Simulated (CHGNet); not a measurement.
**hcp Ru**

These are the machine-learned potential CHGNet-r²SCAN (trained on r²SCAN data) values and carry that method's errors.

Cell (relaxed at this level):

```cif
data_Ru2
_chemical_formula_sum 'Ru2'
_space_group_name_H-M_alt 'P63/mmc'
_space_group_IT_number 194
_space_group_name_Hall '-P 6c 2c'
_cell_length_a 2.71167
_cell_length_b 2.71167
_cell_length_c 4.25780
_cell_angle_alpha 90.000
_cell_angle_beta 90.000
_cell_angle_gamma 120.000
loop_
_atom_site_label
_atom_site_type_symbol
_atom_site_symmetry_multiplicity
_atom_site_Wyckoff_symbol
_atom_site_fract_x
_atom_site_fract_y
_atom_site_fract_z
_atom_site_occupancy
Ru1 Ru 2 c 0.33333 0.66667 0.25000 1
```

- lattice constant a: 2.712 Å
- c axis length: 4.258 Å
- volume per atom: 13.56 Å³/atom

Measured, for comparison: lattice constant a 2.706 Å (293 K, no zero-point or thermal correction, our sources range from 2.700 to 2.706; as tabulated in Wikipedia's data pages); lattice parameter c 4.282 Å (293 K, no zero-point or thermal correction; as tabulated in Wikipedia's data pages). Computed (rounded) less measured: lattice constant a +0.2 % (+0.2 % to +0.4 % over the range), lattice parameter c -0.6 %. A static lattice is as a rule a little smaller and stiffer than an uncorrected measurement, which narrows the difference in the lattice parameter c and would widen misses of the other sign.

A machine-learned potential is trained on density-functional data: it inherits that level's misses and adds fitting errors of its own.

Note: the model gives imaginary modes for this phase (in the spectrum interpolated from a supercell).
